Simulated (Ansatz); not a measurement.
# CHBF radical (SMILES [CH]=BF): one structure at several levels

How do the functionals fare away from a minimum? The structure is a structure displaced at random from a GFN2-xTB minimum.

Method: single points in def2-TZVPP; program: Ansatz 0.2.0, Gaussian basis.

Cores are frozen in the correlated methods. Orbitals are unrestricted.

## Step 1: Starting geometry

SMILES `[CH]=BF`, 4 atoms, charge 0, spin multiplicity 2.

Atoms are counted from 1 here; the program's logs count them from 0.

Bond lengths: C1–B2 1.329 Å, C1–H4 1.097 Å, B2–F3 1.331 Å. Angles: B2–C1–H4 176.4°, C1–B2–F3 176.1°.

As a file:

```xyz
4
charge 0, multiplicity 2
C    -0.0132    0.6756   -0.2637
B     0.0712   -0.5652    0.2051
F     0.0751   -1.8242    0.6380
H    -0.1394    1.6812   -0.6847
```

## Step 2: CCSD(T)/def2-TZVPP

run/in.yaml

```yaml
crystal:
  periodic: [false, false, false]
  atoms:
    - {symbol: C, position_ang: [-0.013200, 0.675600, -0.263700]}
    - {symbol: B, position_ang: [0.071200, -0.565200, 0.205100]}
    - {symbol: F, position_ang: [0.075100, -1.824200, 0.638000]}
    - {symbol: H, position_ang: [-0.139400, 1.681200, -0.684700]}
basis:
  gaussian: {orbitals: def2-TZVPP}
magnetization: {spin_polarized: true, initial_magnetization: 1}
correlation: {method: ccsd_t}
scf: {omitted_lower_state_checks: [cluster_reference]}
output: {forces: true}
```

No record of the launch command was kept for these runs.

## Step 3: PBE0-D4/def2-TZVPP

run/in.yaml: that of step 2 with these lines changed.

```diff
@@ -10,4 +10,3 @@
 magnetization: {spin_polarized: true, initial_magnetization: 1}
-correlation: {method: ccsd_t}
-scf: {omitted_lower_state_checks: [cluster_reference]}
-output: {forces: true}
+hamiltonian: {xc: pbe0, dispersion: d4}
+output: {forces: true, orbitals: {seedname: orbitals}}
```

## Step 4: wB97M-V/def2-TZVPP

run/in.yaml: that of step 3 with these lines changed.

```diff
@@ -10,3 +10,3 @@
 magnetization: {spin_polarized: true, initial_magnetization: 1}
-hamiltonian: {xc: pbe0, dispersion: d4}
-output: {forces: true, orbitals: {seedname: orbitals}}
+hamiltonian: {xc: {name: wB97M-V}}
+output: {forces: true}
```

## Step 5: r2SCAN-D4/def2-TZVPP

run/in.yaml: that of step 4 with these lines changed.

```diff
@@ -10,3 +10,3 @@
 magnetization: {spin_polarized: true, initial_magnetization: 1}
-hamiltonian: {xc: {name: wB97M-V}}
+hamiltonian: {xc: r2scan, dispersion: d4}
 output: {forces: true}
```

## Step 6: PBE-D4/def2-TZVPP

run/in.yaml: that of step 5 with these lines changed.

```diff
@@ -10,3 +10,3 @@
 magnetization: {spin_polarized: true, initial_magnetization: 1}
-hamiltonian: {xc: r2scan, dispersion: d4}
+hamiltonian: {xc: pbe, dispersion: d4}
 output: {forces: true}
```

## Step 7: revPBE-D4/def2-TZVPP

run/in.yaml: that of step 6 with these lines changed.

```diff
@@ -10,3 +10,3 @@
 magnetization: {spin_polarized: true, initial_magnetization: 1}
-hamiltonian: {xc: pbe, dispersion: d4}
+hamiltonian: {xc: {name: revPBE}, dispersion: d4}
 output: {forces: true}
```

## Step 8: BHLYP-D4/def2-TZVPP

run/in.yaml: that of step 7 with these lines changed.

```diff
@@ -10,3 +10,3 @@
 magnetization: {spin_polarized: true, initial_magnetization: 1}
-hamiltonian: {xc: {name: revPBE}, dispersion: d4}
+hamiltonian: {xc: {name: BHLYP}, dispersion: d4}
 output: {forces: true}
```

(Steps that only read results are left out.)

What does the calculation give? Wanted: energy less free atoms, CCSD(T)/def2-TZVPP; RMS force component; RMS force error; HOMO and LUMO, PBE0-D4; T1 diagnostic.

As calculated:

| quantity | value |
| --- | --- |
| energy less free atoms, CCSD(T)/def2-TZVPP | -1498.7 kJ/mol |
| RMS force component | 1.167 to 1.326 eV/Å over the methods |
| RMS force error | PBE0-D4 0.175, wB97M-V 0.203, r2SCAN-D4 0.107, PBE-D4 0.127, revPBE-D4 0.173, BHLYP-D4 0.376 eV/Å |
| HOMO and LUMO, PBE0-D4 | -6.88 and -3.84 eV |
| T1 diagnostic | 0.015 |

What this shows: Against CCSD(T) the functionals' energies less atoms differ by -133.3 to -2.6 kJ/mol, PBE-D4 by -133.3 kJ/mol. A larger basis would deepen the CCSD(T) value, while the functionals are nearly converged already, so the order here is not reliable. For forces r2SCAN-D4 does best and BHLYP-D4 worst. Frozen-core CCSD(T) forces in triple zeta carry basis errors of their own, and this is one geometry, so small gaps rank nothing.
